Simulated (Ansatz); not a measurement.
Rutile TiO2 was calculated with PBE (Ansatz, an electronic-structure program, plane waves, PAW).

Settings: plane-wave cutoff 520 eV, 6×6×8 k mesh (along the axes of the cell as run), no spin polarisation, scalar-relativistic PAW data made under PBE.

Computed at the level's own relaxed cell.

Elastic tensor (GPa, Voigt notation, ions relaxed):

```
  257.2   169.2   148.2     0.0     0.0     0.0
  169.2   257.2   148.2     0.0     0.0     0.0
  148.2   148.2   473.3     0.0     0.0     0.0
    0.0     0.0     0.0   115.3     0.0     0.0
    0.0     0.0     0.0     0.0   115.3     0.0
    0.0     0.0     0.0     0.0     0.0   211.4
```

### Question
Work out the Voigt, Reuss and Hill averages of the bulk and shear moduli, Young's modulus and Poisson's ratio from the printed constants.

### Answer
K_V = [C11 + C22 + C33 + 2(C12 + C13 + C23)]/9 = [987.7 + 2 × 465.6]/9 = 213.2 GPa. G_V = [987.7 − 465.6 + 3 × 442.0]/15 = 123.2 GPa. From the compliances S = C⁻¹, K_R = 202.4 and G_R = 94.5 GPa. Hill means: K = 207.8, G = 108.8 GPa. E = 9KG/(3K + G) = 278 GPa, ν = (3K − 2G)/(6K + 2G) = 0.28, K/G = 1.91.

Measured, for comparison: elastic constant C11 268 GPa, elastic constant C12 175 GPa, elastic constant C44 124 GPa, elastic constant C33 484 GPa, elastic constant C13 147 GPa, elastic constant C66 190 GPa (room temperature, not corrected to a static lattice; as tabulated in Elasticity of TiO2 rutile to 1800 K). Computed (rounded) less measured: elastic constant C11 -4 %, elastic constant C12 -3 %, elastic constant C44 -7 %, elastic constant C33 -2 %, elastic constant C13 +0.7 %, elastic constant C66 +11 %.
